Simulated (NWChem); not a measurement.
## Li2

Program: NWChem. Structure: optimised with PBE0/def2-SVP, a minimum by its harmonic frequencies.

Input file:

```
start mol
memory heap 200 mb stack 900 mb global 1100 mb
geometry "system" units angstroms nocenter noautoz noautosym
  Li     0.000000     0.000000     1.393559
  Li     0.000000     0.000000    -1.393559
end
set geometry "system"
basis spherical
  * library 6-31g*
end
dft
  xc pbe0
  semidirect memsize 60000000 filesize 0
  iterations 100
  convergence energy 1e-10 density 1e-9 gradient 1e-8
  tolerances tight
end
task dft energy
rt_tddft
  tmax 150.0
  dt 0.2
  tag "kick"
  print dipole
  field "kick"
    type delta
    polarization x
    max 0.0001
  end
  excite "system" with "kick"
end
task dft rt_tddft
```

Change of the dipole's x component after the kick, in units of 1e-4 a.u.:

```tsv
time (a.u.)	Δμ
0.0	0.000
0.4	0.070
0.8	0.151
1.2	0.207
1.6	0.245
2.0	0.281
2.4	0.332
2.8	0.406
3.2	0.494
3.6	0.577
4.0	0.641
4.4	0.681
4.8	0.708
5.2	0.739
5.6	0.788
6.0	0.855
6.4	0.929
6.8	0.993
7.2	1.036
7.6	1.060
8.0	1.078
8.4	1.104
8.8	1.148
9.2	1.206
9.6	1.264
10.0	1.309
10.4	1.334
10.8	1.345
11.2	1.355
11.6	1.378
12.0	1.415
12.4	1.460
12.8	1.499
13.2	1.520
13.6	1.524
14.0	1.521
14.4	1.522
14.8	1.535
15.4	1.567
15.8	1.582
16.2	1.582
16.6	1.568
17.0	1.547
17.4	1.529
17.8	1.521
18.2	1.518
18.6	1.512
19.0	1.496
19.4	1.468
19.8	1.430
20.2	1.394
20.6	1.364
21.0	1.342
21.4	1.321
21.8	1.293
22.2	1.254
22.6	1.205
23.0	1.156
23.4	1.113
23.8	1.079
24.2	1.050
24.6	1.016
25.0	0.970
25.4	0.914
25.8	0.854
26.2	0.800
26.6	0.756
27.0	0.720
27.4	0.681
27.8	0.631
28.2	0.567
28.6	0.496
29.0	0.428
29.4	0.370
29.8	0.324
```
